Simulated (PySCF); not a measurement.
Phosphaethyne, CHP.
Atom-mapped SMILES: `[CH:1]#[P:2]` (hydrogens: H3 on C1)

Structure used (PBE0-D3(BJ)/def2-SVP), in Å, numbered top down from 1:
```
atom  x, y, z in Å
C1    -0.1456    0.0172    0.0080
P2     1.3801    0.1709   -0.1379
H3    -1.2191   -0.0906    0.1105
```

Method: PBE0-D3(BJ)/def2-SVP geometry optimisation, gas phase (PySCF).

Take the most abundant isotopes and a rigid rotor. 

What are the moment of inertia and the rotational constant?

I = 25.262 u·Å², B = 505379 MHz·u·Å²/I = 20006 MHz (0.6673 cm⁻¹, or 0.960 K as hB/k).

List the first levels of a rigid rotor in a Σ state.

E(J) = BJ(J+1): J = 1: 1.335, J = 2: 4.004, J = 3: 8.008, J = 4: 13.346, J = 5: 20.020, J = 6: 28.027 cm⁻¹.

Where do the first rotational lines fall?

The dipole is 0.51 D; J+1 ← J lies at 2B(J+1): 1 ← 0 at 40.01 GHz, 2 ← 1 at 80.02 GHz, 3 ← 2 at 120.03 GHz, 4 ← 3 at 160.05 GHz, 5 ← 4 at 200.06 GHz, 6 ← 5 at 240.07 GHz.

PBE0-D3(BJ)/def2-SVP frequencies: not computed here. These are rigid-rotor constants of the computed structure; measured ground-state constants (B0) also hold zero-point vibration.
